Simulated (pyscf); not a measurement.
Homolytic dissociation enthalpies at 298 K of Al–O, Ga–O, In–O bonds in 8 gas-phase molecules, in eV. Single points on ωB97X-D3(BJ)/def2-SVP structures (PySCF, gas phase). Both columns use the same structures and thermal terms. Rows were drawn at random from the closed-shell molecules with such a bond whose radicals are computed, keep their shape and have no isomer in the data more than 5 kcal/mol lower.

```csv
row,molecule,radicals,PBE/def2-TZVP,ωB97M-D3(BJ)/def2-TZVP
1,HO–Al(OH)–O–Al(Cl)–Cl,[HO–Al–OH]• + •O–Al(Cl)–Cl,5.67,6.07
2,H₃C–O–Al(OH)–OH,[H₃C–O–Al–OH]• + OH•,5.38,5.64
3,H₃C–N(CH₃)–Al(CH₃)–OH,[H₃C–Al–N(CH₃)–CH₃]• + OH•,5.42,5.68
4,HO–GaH–PH–GaH₂,OH• + [HGa–PH–GaH₂]•,4.49,?
5,HO–AlH–O–Al(OH)–OH,[HO–AlH]• + •O–Al(OH)–OH,5.74,6.04
6,HO–Al(OH)–O–Al(OH)–OH,[HO–Al–OH]• + •O–Al(OH)–OH,5.68,6.03
7,H₃C–Al(OH)–O–Al(OH)–OH,[H₃C–Al–OH]• + •O–Al(OH)–OH,5.73,6.05
8,H₃C–In(OH)–OH,[H₃C–In–OH]• + OH•,3.73,3.75
```

Q: Fit a line that carries the PBE values to the last column and predict row 4.

A: In the 7 complete rows the last column lies 0.02 to 0.40 eV from PBE (mean 0.27, median 0.30). Least squares gives y = -0.58 + 1.16·x with residuals of 0.04 eV (root mean square). For row 4: -0.58 + 1.16 × 4.49 = 4.63 eV. The computed value is 4.51 eV, 0.12 under the line. Left out: the spin-orbit lowering of OH. Elements up to Kr have no core potential and no relativistic terms here. Elements past Kr carry the def2 core potentials, without spin-orbit coupling.
